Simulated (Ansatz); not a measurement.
Predict the output of the script below (Ansatz 0.2.0, Python API).

`composite_h2p.py`
```python
# -*- coding: utf-8 -*-
"""A composite energy for H2P: DFT geometry, MP2 basis limit, coupled-cluster correction."""

import itertools

import ansatz as az
from ase import Atoms
from ase.data import atomic_numbers, covalent_radii
import numpy as np

atoms = Atoms(["P", "H", "H"], positions=[
    (-0.0019, 0.5419, 0.0),
    (-1.1485, -0.2751, 0.0),
    (1.1504, -0.2668, 0.0),
])
mol = az.Crystal.molecule_from_ase(atoms)

calculation = (
    mol.calculation()
    .basis(gaussian="def2-SVP")
    .functional("r2SCAN", dispersion="d4")
    .spin("collinear", total=1)  # two spin channels
)
symbols = [site.symbol for site in mol.cartesian_sites]
start = np.array([site.position_ang for site in mol.cartesian_sites], dtype=float)
summary = calculation.relax(force_tolerance=0.01).run(threads=1).report
end = np.array(summary["positions_ang"])
# pairs closer than 1.2 times the sum of covalent radii, before or after
radius = [covalent_radii[atomic_numbers[s]] for s in symbols]
span = lambda where, i, j: np.linalg.norm(where[i] - where[j])
bonded = [(i, j) for i, j in itertools.combinations(range(len(symbols)), 2) if min(span(start, i, j), span(end, i, j)) < 1.2 * (radius[i] + radius[j])]
print("pair        before    after (A)")
for i, j in bonded:
    print(f"{symbols[i]}{i}-{symbols[j]}{j}".ljust(10), f"{span(start, i, j):8.4f} {span(end, i, j):8.4f}")
for first, second in list(itertools.combinations(bonded, 2)):
    shared = set(first) & set(second)
    if shared and symbols[(j := shared.pop())] != "H":
        i, k = sorted((set(first) | set(second)) - {j})
        u, v = end[i] - end[j], end[k] - end[j]
        angle = np.degrees(np.arccos(np.clip(u @ v / np.linalg.norm(u) / np.linalg.norm(v), -1, 1)))
        print(f"final angle {symbols[i]}{i}-{symbols[j]}{j}-{symbols[k]}{k}: {angle:.2f} deg")

minimum = az.Crystal.molecule()
for symbol, place in zip(symbols, end):
    minimum = minimum.atom(symbol, place.tolist())
at_minimum = minimum.calculation().spin("collinear", total=1)
# MP2 extrapolated to the basis limit, plus the small-basis difference CCSD(T) - MP2
level = lambda method, basis: at_minimum.basis(gaussian=basis).correlation(method).run(threads=1).report
small, large, cluster = level("mp2", "cc-pVDZ"), level("mp2", "cc-pVTZ"), level("ccsd_t", "cc-pVDZ")
corr = lambda each: (each["free_energy_ev"] - each["reference_energy_ev"]) / 27.211386246
mp2_limit = (27 * corr(large) - 8 * corr(small)) / 19
pieces = {"HF / cc-pVTZ": large["reference_energy_ev"] / 27.211386246, "MP2 correlation, DZ-TZ limit": mp2_limit, "CCSD(T) - MP2 / cc-pVDZ": corr(cluster) - corr(small)}
for name, value in pieces.items():
    print(f"{name:32s} {value:14.6f} Ha")
print(f"{'sum':32s} {sum(pieces.values()):14.6f} Ha")
print("T1 diagnostic", round(cluster["correlation"]["coupled_cluster"]["t1_diagnostic"], 4))
```

Running `python composite_h2p.py` prints:
```text
pair        before    after (A)
P0-H1        1.4079   1.4328
P0-H2        1.4078   1.4328
final angle H1-P0-H2: 91.13 deg
HF / cc-pVTZ                        -341.886580 Ha
MP2 correlation, DZ-TZ limit          -0.149973 Ha
CCSD(T) - MP2 / cc-pVDZ               -0.029067 Ha
sum                                 -342.065619 Ha
T1 diagnostic 0.0119
```

What to keep in mind:
- Total energies depend on the basis set; only differences at equal settings carry meaning.
- The sum leaves out core correlation, relativity, the Hartree-Fock basis error and zero-point energy; a DZ-TZ extrapolation is rough.
- The species is open-shell (spin multiplicity 2).
- Inner cores stay frozen, so this is valence correlation.
- For Al to Cl the sets with a tight d function, cc-pV(X+d)Z, are usual.
- An extrapolation from small basis sets is rough.
- The whole script took 5.2 s on 1 thread of Arm Neoverse V2, with other jobs on the host, peak memory 0.18 GiB.

(A comment or docstring line of the script was reworded after the run, the code is as it ran; lines on the test bed's own set-up are left out of the output.)
